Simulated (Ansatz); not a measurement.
```yaml
crystal:
  periodic: [false, false, false]
  atoms:
    - {symbol: Al, position_ang: [-0.006561, 0.007545, -0.635343]}
    - {symbol: C, position_ang: [0.006336, -0.010031, 1.388487]}
    - {symbol: N, position_ang: [0.026351, -0.030511, 2.550239]}
    - {symbol: H, position_ang: [1.548236, 0.022828, -1.107293]}
    - {symbol: H, position_ang: [-0.797162, 1.353133, -1.088944]}
    - {symbol: H, position_ang: [-0.777210, -1.342974, -1.107157]}
basis:
  gaussian: {orbitals: def2-TZVP}
total_charge: -1
hamiltonian: {xc: {name: HF}}
correlation: {method: mp2, frozen_orbitals: {Al: 0}}
output: {forces: true}
```

```sh
$ ansatz run in.yaml --threads 4 --pin off --events-out ev --progress --plain --max-ram 3916MiB
```

It prints (some lines left out):

```
Functional definition: HF
Error: "frozen_orbitals" has no count for C
```

Problem. Something in this input is off. What?

Solution. Frozen orbitals are typed for one element alone, and the program wants a count for each (the count typed has to fit that element's core, too). The input was rejected before any iteration.
